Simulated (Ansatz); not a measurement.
Relaxation of AlClH₅N (8 atoms, charge 0, multiplicity 1), to a largest force component of 0.03 eV/Å in at most 50 steps.

Computed with RKS PBE0/def2-SVP (Ansatz 0.2.0).

```xyz
8
Properties=species:S:1:pos:R:3:forces:R:3
Al 0.016 -0.186 0.159 -0.02 0.11 1.42
N 0.011 -0.175 2.032 -0.03 0.30 -1.41
H -0.797 -0.439 2.589 0.01 0.00 -0.01
H 0.855 -0.234 2.593 0.00 -0.01 -0.01
H 1.425 -0.059 -0.547 0.00 0.00 0.01
H -1.384 -0.408 -0.544 0.00 0.00 0.00
Cl -0.364 3.111 1.010 0.09 -0.82 0.53
H -0.250 2.050 1.821 -0.04 0.42 -0.53
```

Question: Where does it end, and by what steps?

Answer: The forces met the threshold. After 14 steps the energy has fallen by 2.076 eV; H8 moved furthest, 1.19 Å. Parted: Cl7–H8 (1.34 → 2.80 Å). Joined: Al1–Cl7 (3.43 → 2.16 Å), N2–H8 (2.25 → 1.02 Å).

```
step  energy less start (eV)  largest force component (eV/Å)  accepted
   0                  0.0000                           1.424       yes
   1                 -0.1552                           0.358       yes
   2                 -0.2284                           0.831       yes
   3                 -0.3408                           1.272       yes
   4                 -0.5600                           2.585       yes
   5                 -1.1876                           1.977       yes
   6                 -1.5743                           2.094       yes
   7                 -1.7385                           2.235       yes
   8                 -1.9962                           0.780       yes
   9                 -2.0214                           0.725       yes
  10                 -2.0690                           0.219       yes
  11                 -2.0741                           0.378       yes
  12                 -2.0707                           0.137        no
  13                 -2.0763                           0.069       yes
  14                 -2.0765                           0.005       yes
```

```xyz
8
Properties=species:S:1:pos:R:3
Al -0.068 0.523 0.074
N -0.029 0.195 2.112
H -0.816 -0.361 2.450
H 0.832 -0.246 2.438
H 1.397 0.065 -0.355
H -1.360 -0.301 -0.368
Cl -0.351 2.663 0.219
H -0.092 1.121 2.544
```

Whether the end is a true minimum wasn't checked by a vibrational analysis.

Time of the run: 35 s on 1 thread of Arm Neoverse V2, on a shared host, peak memory 0.16 GiB.
